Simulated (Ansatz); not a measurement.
Born–Oppenheimer molecular dynamics of C2H2OS (6 atoms, charge 0, multiplicity 1). It goes on from the last frame of an earlier run, with new velocities.

These are results of RKS B3LYP/def2-SVP in Ansatz, not measurements.

```yaml
ensemble: NVT, Langevin thermostat
time_step: 2 fs
steps_asked: 120
set_temperature: 500 K
friction: 0.01 /fs
seed: 488295
```

First frame:

```xyz
6
Properties=species:S:1:pos:R:3
O -0.281 -2.089 -0.009
C 0.215 -1.089 -0.444
C 0.686 0.120 -0.684
S -0.549 1.544 -0.758
H 1.721 0.275 -1.048
H -0.582 1.648 0.563
```

What does the run give?

All steps were run.

```json
{"steps done": "120", "time covered": "240 fs", "mean temperature over the second half": "582 K", "spread of the potential energy over the second half": "12.6 meV per atom", "mean potential energy of the second half above the start": "11.2 meV per atom"}
```

The mean temperature of the second half is 16 % above the set value. A step of 2 fs is long for free X–H stretches (periods near 10 fs) and can bias their spread and the temperature. A run of 0.24 ps of so small a system gives no equilibrium averages.

What happens to the structure?

The same pairs are bonded in the first frame and the last. Pairs count as bonded within 1.25 times the sum of covalent radii (0.12 Å more for H–H). Another seed would give other details.

How do temperature and energy run in time?


```tsv
time (fs)	T (K)	potential energy less start (eV)
0.0	417	0.000
8.0	366	0.025
16.0	336	0.055
24.0	415	0.127
32.0	335	0.144
40.0	436	-0.012
48.0	634	-0.093
56.0	512	-0.095
64.0	349	-0.091
72.0	389	-0.060
80.0	368	-0.072
88.0	262	0.036
96.0	426	0.138
104.0	437	0.104
112.0	315	0.225
120.0	378	0.191
128.0	324	0.145
136.0	402	0.093
144.0	623	0.105
152.0	552	0.098
160.0	880	-0.038
168.0	704	0.014
176.0	520	0.107
184.0	529	0.014
192.0	660	-0.035
200.0	707	-0.028
208.0	565	0.187
216.0	600	0.097
224.0	739	-0.053
232.0	433	0.202
240.0	477	0.141
```

Time of the run: 2.3 min on 1 CPU thread of a shared host.
